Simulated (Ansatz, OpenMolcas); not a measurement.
# C4H2 (1,3-butadiyne): from total energies to a heat of formation

C4H2 has 6 atoms, charge 0, and is taken as a singlet. SMILES: `C#CC#C`. The coordinates come from a PBE0-D4/def2-TZVP relaxation.

Total energies at PBE0/aug-cc-pVDZ (OpenMolcas 26.06); the atoms run unrestricted:

```
species    state  energy (Eh)
   C4H2  singlet  -153.301767
      C  triplet   -37.800771
      H  doublet    -0.500651
```

Harmonic wavenumbers at PBE0-D4/def2-TZVP, in cm⁻¹: 239, 239, 535, 535, 673, 673, 678, 678, 925, 2128, 2306, 3481, 3483.

Measured heats of formation of the gaseous atoms at 298.15 K, in kJ/mol: C 716.9, H 218.0. Spin-orbit lowering of the atoms at 298 K (mean of the ground term's levels less their thermal mean, from spectra), in kJ/mol: C 0.02. Take 1 Eh = 2625.50 kJ/mol, 1 cm⁻¹ = 0.0119627 kJ/mol, RT = 2.479 kJ/mol.

**Question.** Work out the heat of formation of the gas at 298 K.

**Answer.** 
1. Electronic atomisation energy: 4 × (-37.800771) + 2 × (-0.500651) − (-153.301767) = 1.097381 Eh = 2881.2 kJ/mol.
2. Zero-point energy: half the sum of the wavenumbers, 8286.5 cm⁻¹ = 99.1 kJ/mol.
3. Thermal vibrational enthalpy, Σ hcν̃/(exp(hcν̃/kT) − 1): 5.1 kJ/mol. Translation, rotation and pV of a linear molecule: 3.5 RT = 8.7 kJ/mol.
4. The 6 free atoms carry 5/2 RT each: 37.2 kJ/mol.
5. Spin-orbit coupling lowers the free atoms by 4 × 0.02 = 0.1 kJ/mol.
6. Atomisation enthalpy at 298 K: 2881.2 − 0.1 − 99.1 − 5.1 − 8.7 + 37.2 = 2805.4 kJ/mol.
7. Sum of the atoms' heats of formation: 3303.6 kJ/mol. Heat of formation: 3303.6 − 2805.4 = +498.2 kJ/mol.

The tabulated value is +460.4 kJ/mol (Active Thermochemical Tables), so this level is off by +37.8 kJ/mol, or 1.3 % of the atomisation enthalpy. Anharmonicity and any spin-orbit splitting of the molecule are left out.
